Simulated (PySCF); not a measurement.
# Basis-set dependence of excited states

C₂H₂F₂S.
Atom-mapped SMILES: `[F:1][C@@H:2]1[S:3][C@@H:4]1[F:5]` (hydrogens: H6 on C2; H7 on C4)

TDDFT with PBE0 (PySCF), vertical singlets, core orbitals frozen in the response, spherical d and f functions. Isolated species at its PBE0-D3(BJ)/def2-SVP geometry, gas phase.

```json
{"basis": "6-31G*", "functions": "78", "diffuse": "no", "S1 (eV)": "5.56", "S2 (eV)": "7.38", "S3 (eV)": "7.57", "S4 (eV)": "7.75", "S5 (eV)": "8.31", "LUMO (eV)": "-0.02", "α (au)": "35.7"}
{"basis": "def2-SVP", "functions": "84", "diffuse": "no", "S1 (eV)": "5.75", "S2 (eV)": "7.59", "S3 (eV)": "7.70", "S4 (eV)": "8.05", "S5 (eV)": "8.42", "LUMO (eV)": "0.10", "α (au)": "34.4"}
{"basis": "6-31+G*", "functions": "98", "diffuse": "yes", "S1 (eV)": "5.44", "S2 (eV)": "6.68", "S3 (eV)": "6.95", "S4 (eV)": "7.32", "S5 (eV)": "7.42", "LUMO (eV)": "-0.50", "α (au)": "41.4"}
{"basis": "def2-SVPD", "functions": "129", "diffuse": "yes", "S1 (eV)": "5.44", "S2 (eV)": "6.91", "S3 (eV)": "7.07", "S4 (eV)": "7.38", "S5 (eV)": "7.54", "LUMO (eV)": "-0.51", "α (au)": "45.0"}
{"basis": "aug-cc-pVDZ", "functions": "137", "diffuse": "yes", "S1 (eV)": "5.47", "S2 (eV)": "6.50", "S3 (eV)": "6.88", "S4 (eV)": "7.22", "S5 (eV)": "7.31", "LUMO (eV)": "-0.46", "α (au)": "45.3"}
{"basis": "def2-TZVP", "functions": "173", "diffuse": "no", "S1 (eV)": "5.42", "S2 (eV)": "7.15", "S3 (eV)": "7.30", "S4 (eV)": "7.44", "S5 (eV)": "7.92", "LUMO (eV)": "-0.33", "α (au)": "41.2"}
{"basis": "def2-TZVPD", "functions": "218", "diffuse": "yes", "S1 (eV)": "5.32", "S2 (eV)": "6.64", "S3 (eV)": "6.88", "S4 (eV)": "7.17", "S5 (eV)": "7.26", "LUMO (eV)": "-0.56", "α (au)": "45.9"}
{"basis": "aug-cc-pVTZ", "functions": "280", "diffuse": "yes", "S1 (eV)": "5.40", "S2 (eV)": "6.49", "S3 (eV)": "6.85", "S4 (eV)": "7.17", "S5 (eV)": "7.23", "LUMO (eV)": "-0.51", "α (au)": "45.9"}
```

Problem. Compare the sets with the largest diffuse one.

Solution. States are compared by their number. Against the largest diffuse basis here (aug-cc-pVTZ, itself not a converged limit), sets without diffuse functions differ by up to 0.34 eV in S1 and 1.18 eV in S5; the smaller diffuse sets differ by up to 0.08 and 0.31 eV. State by state, the largest deviation of a set without diffuse functions is S1 0.34, S2 1.10, S3 0.84, S4 0.88, S5 1.18 eV. The same number needn't mean the same state in each row. Against aug-cc-pVTZ the polarisability deviates by -22% in 6-31G*, -25% in def2-SVP, -10% in 6-31+G*, -2% in def2-SVPD, -1% in aug-cc-pVDZ, -10% in def2-TZVP, 0% in def2-TZVPD. A single + in a Pople set puts diffuse functions on heavy atoms only.
